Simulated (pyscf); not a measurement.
# Four-centre exchange: `[Al][Cl]` [singlet] + `[OH2]` → `[OH][Al]` [singlet] + `[ClH]`

Gas phase, singlet surface, charge 0. Bonds broken: Al1–Cl2, O3–H4. Bonds formed: Al1–O3, Cl2–H4. Single points on ωB97X-D3(BJ)/def2-SVP structures (PySCF, gas phase). MP2 and CC: frozen core, UHF for open shells. ΔMP2 is the change of the MP2 total energy from the triple- to the quadruple-zeta basis.

Transition state (Å):

```xyz
5

Al     1.3605     1.7629     0.2348
Cl     0.8781     1.7925    -2.4449
O      0.4180     0.2925    -0.3071
H      0.4312     0.7289    -1.5802
H      0.0377    -0.5031     0.0780
```

One imaginary mode, 530i cm⁻¹; descent along it reached the two sides named, in the forms told below.

| bond | change | reactant side (Å) | saddle | product side |
|---|---|---|---|---|
| Al1–Cl2 | breaks | 2.210 | 2.7 | 3.2 |
| O3–H4 | breaks | 0.971 | 1.346 | 1.774 |
| Al1–O3 | forms | 2.139 | 1.829 | 1.745 |
| Cl2–H4 | forms | 2.561 | 1.442 | 1.311 |

Electronic energies relative to the separated reactants (kJ/mol):

```
level                             barrier  reaction energy  reverse barrier
--------------------------------  -------  ---------------  ---------------
ωB97X-D3(BJ)/def2-TZVP               31.6            +39.2             -7.6
PBE/def2-TZVP                        12.0            +29.9            -17.8
r²SCAN/def2-TZVP                     14.7            +26.8            -12.1
B3LYP-D3(BJ)/def2-TZVP               23.1            +27.8             -4.7
PBE0-D3(BJ)/def2-TZVP                20.0            +33.9            -13.9
M06-2X/def2-TZVP                     23.3            +28.7             -5.4
ωB97M-D3(BJ)/def2-TZVP               28.6            +28.7              0.0
HF/def2-TZVP                         82.7            +33.2             49.5
MP2/def2-QZVPP                       32.1            +32.0              0.1
CCSD/def2-TZVPP                      47.4            +30.6             16.8
CCSD(T)/def2-TZVPP                   38.9            +30.5              8.4
CCSD(T)/def2-TZVPP + ΔMP2(QZVPP)     39.3            +31.7              7.6
```

With CCSD(T)/def2-TZVPP + ΔMP2(QZVPP) energies and thermal terms (ideal gas, 1 atm, RRHO with modes under 100 cm⁻¹ raised to 100, one conformer, R ln 2 for rigid chiral ones), in kJ/mol:

```json
[
 {"T (K)": "298", "ΔH‡": "26.9", "ΔG‡": "63.9", "ΔH": "+24.1", "ΔG": "+25.1"},
 {"T (K)": "600", "ΔH‡": "27.4", "ΔG‡": "101.5", "ΔH": "+26.4", "ΔG": "+25.2"},
 {"T (K)": "900", "ΔH‡": "29.8", "ΔG‡": "138.1", "ΔH": "+28.7", "ΔG": "+24.1"},
 {"T (K)": "1200", "ΔH‡": "32.5", "ΔG‡": "173.8", "ΔH": "+30.8", "ΔG": "+22.3"}
]
```

On the reactant side the descent ends in an adduct with a Al–O contact, 42.4 kJ/mol under the separated species and 74.0 kJ/mol under the saddle at ωB97X-D3(BJ)/def2-TZVP. On the product side the descent ends in a complex, 24.1 kJ/mol under the separated species and 16.5 kJ/mol under the saddle at ωB97X-D3(BJ)/def2-TZVP. At ωB97X-D3(BJ), PBE, r²SCAN, B3LYP-D3(BJ), PBE0-D3(BJ), M06-2X the saddle lies under the separated products, which points to a path from their complex (located at ωB97X-D3(BJ) alone), and parting the products costs more than the saddle. What is counted as formed (Al–O) is already present as a longer contact in the reactant adduct; forming that adduct is a step of its own. One saddle was located; it need not be the lowest between these sides. The CCSD(T) − MP2 part came from Ansatz, without density fitting, on the same reference.
